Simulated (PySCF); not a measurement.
**Removing an electron from `C=CC(=O)C=C`**

Species: C5H6O.
Z-matrix (Å and degrees, PBE0-D3(BJ)/def2-SVP geometry), rows numbered from 1:
```
C 
C   1  1.3360
C   2  1.4901  1  120.81
O   3  1.2152  2  121.85  1     0.20
C   3  1.4899  2  116.35  1  -179.73
C   5  1.3360  3  120.82  2   179.57
H   1  1.0925  2  122.10  3  -179.99
H   1  1.0945  2  119.22  3     0.02
H   2  1.0946  1  121.19  3  -179.98
H   5  1.0946  3  117.99  2    -0.40
H   6  1.0924  5  122.13  3   179.98
H   6  1.0945  5  119.18  3    -0.02
```

Level: CAM-B3LYP/def2-SVPD (PySCF). Frontier orbitals with their largest atomic shares (Löwdin; up to four atoms above 4 %):

```csv
orbital,ε (eV),main atoms
HOMO−3,-12.15,"O4 15 %, C6 12 %, C1 12 %, C5 11 %"
HOMO−2,-9.60,"C2 22 %, C5 21 %, C1 20 %, C6 20 %"
HOMO−1,-9.47,"O4 25 %, C6 15 %, C1 15 %, C5 15 %"
HOMO,-8.99,?
LUMO,-1.27,"C3 20 %, O4 17 %, C1 16 %, C6 16 %"
LUMO+1,1.26,"C1 20 %, C6 20 %, C2 19 %, C5 19 %"
LUMO+2,1.43,"C2 17 %, C5 17 %, H9 12 %, H10 12 %"
```

Q: What vertical ionisation energy does ΔSCF give, and how far is −ε(HOMO) from it?

A: ΔSCF: 9.64 eV (930 kJ/mol; threshold wavelength 129 nm); ⟨S²⟩ of the doublet left behind is 0.759, against 0.75 for a pure doublet. −ε(HOMO) is 8.99 eV, 0.65 eV below it. For the exact functional −ε(HOMO) would equal the first vertical ionisation energy; CAM-B3LYP (range-separated hybrid) falls short of its own ΔSCF value by 7 %. Holes in the HOMO−1 and HOMO−2 were tried too where these lie within 1.2 eV of the HOMO; the lowest converged state counts.

Q: On which atoms does the HOMO lie?

A: O4 (ketone oxygen) 63 %, C3 (ketone carbonyl carbon) 12 %, C5 (alkene CH carbon) 9 %, C2 (alkene CH carbon) 9 %, so more than half of it is on one atom. The HOMO−1 lies 0.48 eV lower.

Q: And the vertical electron affinity, the fundamental gap, Mulliken's electronegativity and the hardness (with the factor ½)?

A: EA = 0.53 eV by ΔSCF (−ε(LUMO) = 1.27 eV). IE − EA = 9.11 eV against an orbital gap of 7.72 eV; (IE + EA)/2 = 5.08 eV; (IE − EA)/2 = 4.56 eV. Parr's electrophilicity index (IE + EA)²/[8(IE − EA)] is 1.42 eV.

Q: The lowest singlet excitation (vertical TDDFT, same level) lies at 3.43 eV. How far is it below IE − EA?

A: IE − EA = 9.11 eV, so by 5.68 eV.

Q: With α = 66.2 au, estimate the like-pair dispersion coefficient by London's formula C6 = (3/4)α²I.

A: I = 0.3543 Eh, so C6 ≈ 1160 au, a rough estimate.

Q: What kinetic energy would electrons from this vertical process carry with He II light (40.814 eV)?

A: 40.81 − 9.64 = 31.17 eV.

Q: How many of the 10 lowest singlet excitations (vertical TDDFT, same level) lie below the ionisation energy?

A: All 10; they run from 3.43 to 7.89 eV.

Isolated species at its PBE0-D3(BJ)/def2-SVP geometry (one conformer only).
